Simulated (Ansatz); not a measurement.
**How far each method lies from full CI for CH$_{2}$⁺, doublet**

Geometry: that of the CH2, triplet, kept fixed.

```xyz
3

C     0.0000   -0.0596    0.0000
H     0.0000    0.3549   -0.9962
H     0.0000    0.3549    0.9962
```

Basis cc-pVDZ; Ansatz 0.2.0. Correlated methods freeze the noble-gas cores, which leaves 5 electrons in 23 orbitals. R marks a restricted (for open shells ROHF) determinant, U an unrestricted one. Active spaces: valence = (5e, 6o) chosen from the atoms' valence shells.

Full CI is exact within this basis and frozen core; it isn't the basis-set limit. The frozen core follows each run's orbitals, which can shift R against U totals by a few meV.

For open shells CISD and CISDTQ are restricted-active-space CI with the open shells as a complete middle space.

The UHF ⟨S²⟩ is 0.754, the T1 diagnostic (RCCSD) is 0.0135 and the largest doubles amplitude (RCCSD) is 0.068. The T1 diagnostic (UCCSD) is 0.0073.

```csv
level,E − E(full CI) (kJ/mol),share of correlation (%),wall time
RHF,261.1,0.00,–
UHF,254.9,2.38,–
RMP2,59.3,77.29,–
UMP2,58.8,77.47,–
CISD,8.8,96.65,0.45 s
RCCSD,4.4,98.32,–
UCCSD,4.3,98.35,–
RCCSD(T),1.0,99.61,0.57 s
UCCSD(T),1.0,99.63,0.54 s
BCCD(T),1.0,99.61,0.48 s
RCCSDT,0.1,99.97,–
UCCSDT,0.0,99.99,–
CISDTQ,0.1,99.98,0.93 s
RCCSDT(Q),0.0,100.00,2.2 s
UCCSDT(Q),0.0,100.01,2.1 s
RCCSDTQ,0.0,100.00,8.5 s
UCCSDTQ,0.0,100.02,8.5 s
CASSCF (valence space),148.5,43.12,–
NEVPT2 (valence space),34.6,86.73,0.21 s
MRCISD (valence space),3.2,98.77,–
MRCISD+Q (valence space),0.0,100.01,0.57 s
```

The correlation energy at full CI, counted from RHF, is -2.706 eV. That run took 1.1 s on 1 thread of Arm Neoverse V1, shared host over 113,250 determinants.

Times hold each run's SCF and search for its determinant on a shared host, so for small cases they say little of a method's own cost; they ran on 1 thread of Arm Neoverse V1. Some runs computed forces too.

The full-CI state has the irrep A1 of C2v, in the program's axes.

Natural occupations of full CI about the gap: 1.962 1.960 0.991 0.021 0.018 0.017 0.006 0.006 0.005 0.004; effectively unpaired electrons, Σ n²(2−n)², 1.02.
